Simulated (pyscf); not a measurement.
Single points on ωB97X-D3(BJ)/def2-SVP structures (PySCF, gas phase).

What is the homolytic dissociation enthalpy (298 K, ωB97M-D3(BJ)/def2-TZVP) of the C–H bond of C₄H₈ (SMILES C1CCC1), to cyclic C₄H₇ (SMILES [CH]1CCC1) [doublet] + H•?

C–H to cyclic C₄H₇ (SMILES [CH]1CCC1) [doublet] + H•: 98.9 kcal/mol. The 7 functionals that were run give +92.9 (r²SCAN) to +98.9 kcal/mol (ωB97M-D3(BJ)). cyclic C₄H₈ (SMILES C1CCC1) lies 8.4 kcal/mol over its isomer H₂C=C(CH₃)–CH₃, and others may lie lower still (electronic energy, ωB97M-D3(BJ)). cyclic C₄H₇ (SMILES [CH]1CCC1) [doublet] lies 20.6 kcal/mol over its isomer •H₂C–CH=CH–CH₃, and others may lie lower still (electronic energy, ωB97M-D3(BJ)).
